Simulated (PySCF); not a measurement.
## How methods differ on the ionisation energy of Be

Be [He] 2s2 (1S) → Be⁺ [He] 2s1 (2S), as a difference of total energies. Computed with PySCF 2.14 in aug-cc-pV5Z (7s6p5d4f3g2h, 127 functions), with no relativity, point nucleus. Correlated levels: valence: 1s2 frozen. The calculations carry no spin-orbit coupling.

```tsv
method	ionisation energy (eV)
UHF	8.043
LDA	9.027
PBE	8.996
PBE0	8.971
r2SCAN	8.790
LC-wPBE	9.023
B97-3	9.036
HSE06	8.966
MP2 (valence)	8.858
SCS-MP2 (valence)	9.021
```

Q: How much does correlation contribute at MP2 (valence)?

A: 8.858 − (8.043) = 0.815 eV, measured against UHF.

Errors of the correlated levels include the incompleteness of this basis and the frozen core.

MP2 underrates the near-degeneracy of ns² with np² in the lower species.

For comparison: 9.323 eV (measured; NIST Atomic Spectra Database, ionization energies).
